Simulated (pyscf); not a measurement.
**Substitution at N: F–SiH₂• + ammonia (NH₃) -> H₂N–SiH₂–F + H atom (H•)**

Gas phase, doublet surface, charge 0. Bonds broken: N5–H6. Bonds formed: Si1–N5. Optimised with ωB97X-D3(BJ)/def2-SVP in PySCF. MP2 and CC: frozen core, UHF for open shells. ΔMP2 is the change of the MP2 total energy from the triple- to the quadruple-zeta basis.

Transition state (Å):

```xyz
8

Si    -0.5533    -1.0049     0.3023
F      0.3302    -0.5319     1.5923
H     -0.3716    -2.4933     0.2904
H     -1.9831    -0.6580     0.5063
N      0.0409     0.3090    -0.8805
H      0.2092     1.6078    -0.6942
H      0.9744     0.0729    -1.2346
H     -0.5644     0.3200    -1.7078
```

One imaginary mode, 1896i cm⁻¹; descent along it reached the two sides named, in the forms told below.

| bond | change | reactant side (Å) | saddle | product side |
|---|---|---|---|---|
| N5–H6 | breaks | 1.021 | 1.323 | 3.4 |
| Si1–N5 | forms | 2.416 | 1.865 | 1.711 |

Electronic energies relative to the separated reactants (eV):

```json
[
 {"level": "ωB97X-D3(BJ)/def2-TZVP", "barrier": "0.82", "reaction energy": "-0.21", "reverse barrier": "1.03"},
 {"level": "PBE/def2-TZVP", "barrier": "0.47", "reaction energy": "+0.01", "reverse barrier": "0.45"},
 {"level": "r²SCAN/def2-TZVP", "barrier": "0.52", "reaction energy": "-0.03", "reverse barrier": "0.55"},
 {"level": "B3LYP-D3(BJ)/def2-TZVP", "barrier": "0.63", "reaction energy": "-0.01", "reverse barrier": "0.64"},
 {"level": "PBE0-D3(BJ)/def2-TZVP", "barrier": "0.60", "reaction energy": "-0.09", "reverse barrier": "0.69"},
 {"level": "M06-2X/def2-TZVP", "barrier": "0.77", "reaction energy": "-0.17", "reverse barrier": "0.93"},
 {"level": "ωB97M-D3(BJ)/def2-TZVP", "barrier": "0.75", "reaction energy": "-0.17", "reverse barrier": "0.92"},
 {"level": "HF/def2-TZVP", "barrier": "1.51", "reaction energy": "-0.24", "reverse barrier": "1.74"},
 {"level": "MP2/def2-QZVPP", "barrier": "0.79", "reaction energy": "-0.27", "reverse barrier": "1.06"},
 {"level": "CCSD/def2-TZVPP", "barrier": "0.95", "reaction energy": "-0.05", "reverse barrier": "1.01"},
 {"level": "CCSD(T)/def2-TZVPP", "barrier": "0.85", "reaction energy": "-0.08", "reverse barrier": "0.93"},
 {"level": "CCSD(T)/def2-TZVPP + ΔMP2(QZVPP)", "barrier": "0.79", "reaction energy": "-0.10", "reverse barrier": "0.89"}
]
```

With CCSD(T)/def2-TZVPP + ΔMP2(QZVPP) energies and thermal terms (ideal gas, 1 atm, RRHO with modes under 100 cm⁻¹ raised to 100, one conformer, R ln 2 for rigid chiral ones), in eV:

```json
[
 {"T (K)": "298", "ΔH‡": "0.66", "ΔG‡": "1.10", "ΔH": "-0.25", "ΔG": "-0.11"},
 {"T (K)": "600", "ΔH‡": "0.68", "ΔG‡": "1.54", "ΔH": "-0.19", "ΔG": "+0.02"},
 {"T (K)": "900", "ΔH‡": "0.73", "ΔG‡": "1.96", "ΔH": "-0.13", "ΔG": "+0.11"},
 {"T (K)": "1200", "ΔH‡": "0.77", "ΔG‡": "2.37", "ΔH": "-0.07", "ΔG": "+0.18"}
]
```

On the reactant side the descent ends in a complex, 0.30 eV under the separated species and 1.12 eV under the saddle at ωB97X-D3(BJ)/def2-TZVP. One saddle was located; it need not be the lowest between these sides. The angle at the attacked N is 130°. The CCSD(T) − MP2 part came from Ansatz, without density fitting, on the same reference.
